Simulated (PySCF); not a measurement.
# CHClF2: the cost of one run

The runs use PySCF 2.14.0, with density-fitted response routines of our own; the level of theory stands in each step. All values are computed, except where a source is named. Atoms count from 0, in the outputs and in this text.

## 1. Starting geometry

5 atoms, charge 0, multiplicity 1; geometry from: MMFF94s. The atoms were then displaced at random by about 0.03 Å, so the start is not that level's minimum.

Bonds of the start (Å): F0–C1 1.27, C1–F2 1.38, C1–Cl3 1.87, C1–H4 1.07.

## 2. Optimising the geometry at PBE0-D3(BJ)/def2-SVP

The job: settings as JSON, then the geometry in Å.

```
{"job": {"xc": "PBE0", "basis": "def2-SVP", "d3": "d3bj", "grid": 1, "shake": 0.03, "kind": "geom"}, "charge": 0, "multiplicity": 1}
F     -0.495500     1.045200    -0.523150
C     -0.095390    -0.005780     0.063520
F     -0.783550    -1.057040    -0.505720
Cl     1.756380    -0.125020    -0.204860
H     -0.307090     0.032160     1.108090
```

Launch:

```console
OMP_NUM_THREADS=1 python probes_run.py task.json out
```

This one command runs all jobs of the session in turn.

Q: Estimate the wall time and peak memory of this first job on 1 thread of AMD EPYC 7R13, shared host.

About 6.3 s, with a peak of 0.29 GiB.
